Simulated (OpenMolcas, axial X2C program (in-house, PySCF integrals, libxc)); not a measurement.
**One splitting, several methods: ²Π3/2 − ²Π1/2**

Computed with an axial X2C code built on PySCF integrals: two-component X2C with atomic mean-field Coulomb and Gaunt terms, Dyall basis sets with cores contracted in-house. The CASPT2 rows were computed with OpenMolcas 26.06 (scalar X2C, spin–orbit state interaction with atomic mean-field integrals). Vertical splittings E(Ω = 3/2) − E(Ω = 1/2) of the lowest ²Π state.

Correlated electrons in EOM-CCSD (inner shells frozen, about 90 virtual spinors): BH 4, NH²⁺ 4, NO⁺ 10.

| molecule | method | R (Å) | splitting (cm⁻¹) |
| --- | --- | --- | --- |
| BH⁻ | PBE0 determinants, 2c, av3z/av3z | 1.260 | 5 |
| NH⁻ | PBE0 determinants, 2c, av3z/av3z | 1.030 | -47 |
| NH⁺ | CAS(5,5), XMS-CASPT2, RASSI (OpenMolcas, ANO-RCC-VTZP) | 1.105 | 75 |
| NO | PBE0 determinants, 2c, av3z/av3z | 1.170 | 125 |

The other methods give:

```tsv
molecule	method	R (Å)	splitting (cm⁻¹)
BH⁻	CAS(5,5), XMS-CASPT2, RASSI (OpenMolcas, ANO-RCC-VTZP)	1.283	7
BH⁻	EOM-EA-CCSD from BH, 2c, av3z/av3z	1.241	51
NH⁻	CAS(7,5), XMS-CASPT2, RASSI (OpenMolcas, ANO-RCC-VTZP)	1.048	-62
NH⁺	EOM-EA-CCSD from NH²⁺, 2c, av3z/av3z	1.100	79
NO	CAS(9,7), XMS-CASPT2, RASSI (OpenMolcas, ANO-RCC-VTZP)	1.147	127
NO	EOM-EA-CCSD from NO⁺, 2c, av3z/av3z	1.141	120
```

The distances differ by up to 0.04 Å between runs. Collinear functionals lack a current term; state interaction in a small space lacks spinor relaxation, which matters for heavy atoms, and ANO-RCC sets lack diffuse functions for anions; a negative value is an inverted multiplet.

Q: By what ratio do the methods differ, for splittings above 30 cm⁻¹?

A: NH⁻: CASPT2 over PBE0 1.32; NH⁺: EOM-EA-CCSD over CASPT2 1.05; NO: CASPT2 over PBE0 1.02; NO: EOM-EA-CCSD over PBE0 0.96.
